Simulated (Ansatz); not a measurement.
SiH2MeF (CH5FSi). Charge 0, multiplicity 3. Geometry PBE-D4/def2-TZVP, that of the neutral singlet; atoms count from 1.

```xyz
8

Si    0.5406    0.4350   -0.5316
H     1.8449   -0.2730   -0.7142
H     0.7876    1.8354   -0.0690
C    -0.5794   -0.4865    0.6400
H    -0.0971   -0.5884    1.6243
H    -0.7981   -1.4953    0.2610
H    -1.5310    0.0464    0.7785
F    -0.1676    0.5264   -1.9890
```

At PBE0-D4/def2-TZVP a singlet of charge 0 lies 7.62 eV below the triplet at the same geometry.

**Question.** Estimate the Mulliken populations from the PBE0/def2-TZVP orbitals of Ansatz.

**Answer.** 
| atom | charge (e) | spin (α − β) |
| --- | --- | --- |
| Si1 | -0.15 | 1.26 |
| H2 | 0.09 | 0.16 |
| H3 | 0.22 | 0.42 |
| C4 | -0.41 | -0.02 |
| H5 | 0.16 | 0.02 |
| H6 | 0.16 | 0.03 |
| H7 | 0.15 | 0.00 |
| F8 | -0.23 | 0.12 |
Mulliken values depend strongly on the basis.

**Question.** Where does the spin sit?

**Answer.** Summed by element: Si 1.26, H 0.64, C -0.02, F 0.12, of 2 unpaired in all. Largest on single atoms: Si1 1.26, H3 0.42, H2 0.16.

**Question.** And the Mayer bond orders between heavy atoms (over 0.3)?

**Answer.** Si1–C4 0.85 (1.86 Å); Si1–F8 1.13 (1.62 Å).
